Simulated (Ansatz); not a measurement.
# AlHF radical: a ladder of functionals and wavefunction methods

The task here is to estimate one member of a computed series from the others.

Program: Ansatz 0.2.0, Gaussian basis. Level of theory: functionals in def2-TZVPP, the program's frozen cores in correlated methods. These are calculated values, not measurements.

The runs, in order: LDA (SPW92), PBE-D4, revPBE-D4, BLYP-D4, r2SCAN-D4, B97M-V, PBE0-D4, B3LYP-D4, r2SCANh-D4, r2SCAN0-D4, HSE06-D4, BHLYP-D4, CAM-B3LYP-D4, LC-ωPBE, ωB97X-V, ωB97M-V, B2PLYP, PBE-QIDH; CCSD(T)/def2-SVP; CCSD(T)/def2-TZVPP; CCSD(T)/def2-QZVPP; extrapolation to the limit; RPA on PBE.

### The relaxed structure

The geometry comes from an earlier relaxation with PBE0-D4 in a triple-zeta def2 set; it is a stationary point.

SMILES `[F][AlH]`, 3 atoms, charge 0, spin multiplicity 2.

Atoms are counted from 1 here; the program's logs count them from 0.

Bond lengths: F1–Al2 1.656 Å, Al2–H3 1.607 Å. Angles: F1–Al2–H3 115.5°.

Set-up of the first run:

Input file in.yaml:

```yaml
crystal:
  periodic: [false, false, false]
  atoms:
    - {symbol: F, position_ang: [0.907071, 0.893230, 0.585636]}
    - {symbol: Al, position_ang: [-0.432539, 0.317983, -0.199538]}
    - {symbol: H, position_ang: [-0.485431, -1.276114, -0.399298]}
basis:
  gaussian: {orbitals: def2-TZVPP}
magnetization: {spin_polarized: true, initial_magnetization: 1}
hamiltonian: {xc: lda}
output: {orbitals: {seedname: orbitals}}
```

Steps of the session up to this table: LDA; PBE-D4 (GGA); revPBE-D4 (GGA); BLYP-D4 (GGA); r2SCAN-D4 (meta-GGA); B97M-V (meta-GGA); PBE0-D4 (hybrid); B3LYP-D4 (hybrid); r2SCANh-D4 (hybrid); r2SCAN0-D4 (hybrid); HSE06-D4 (hybrid); BHLYP-D4 (hybrid); CAM-B3LYP-D4 (range-separated); LC-ωPBE-D4 (range-separated; the results give it without D4); ωB97X-V (range-separated); ωB97M-V (range-separated); B2PLYP (double hybrid); PBE-QIDH (double hybrid).

One table of the session follows, with a row left open; its other results are not shown here.

It belongs to the step «Orbital energies across the functionals». 

| functional | HOMO (eV) | LUMO (eV) | gap (eV) |
| --- | --- | --- | --- |
| LDA (SPW92) | -5.02 | -3.76 | 1.26 |
| PBE-D4 | -5.07 | -3.43 | 1.64 |
| revPBE-D4 | -5.06 | -3.30 | 1.76 |
| BLYP-D4 | -4.89 | -3.49 | 1.41 |
| r2SCAN-D4 | -5.38 | -2.95 | 2.43 |
| B97M-V | -5.03 | -3.94 | 1.09 |
| PBE0-D4 | -6.12 | -2.59 | 3.54 |
| B3LYP-D4 | -5.89 | -3.00 | 2.89 |
| r2SCANh-D4 | ? | ? | ? |
| r2SCAN0-D4 | -6.34 | -2.34 | 4.00 |
| HSE06-D4 | -5.72 | -2.96 | 2.76 |
| BHLYP-D4 | -7.02 | -1.96 | 5.06 |
| CAM-B3LYP-D4 | -7.32 | -1.82 | 5.50 |
| LC-ωPBE | -8.68 | -0.42 | 8.25 |
| ωB97X-V | -8.20 | -0.90 | 7.30 |
| ωB97M-V | -7.77 | -1.08 | 6.68 |

**Question.** Estimate the row for r2SCANh-D4.

Worked estimate for «HOMO (eV)». Against the share of exact exchange, r2SCAN-D4 (0, -5.38), r2SCAN0-D4 (0.25, -6.34) give a slope of -3.84 per unit share; at 0.1 the line stands at -5.76.

**Answer.** HOMO (eV): -5.76; LUMO (eV): -2.70; gap (eV): 3.07. In «HOMO (eV)» the line misses by 0.00.
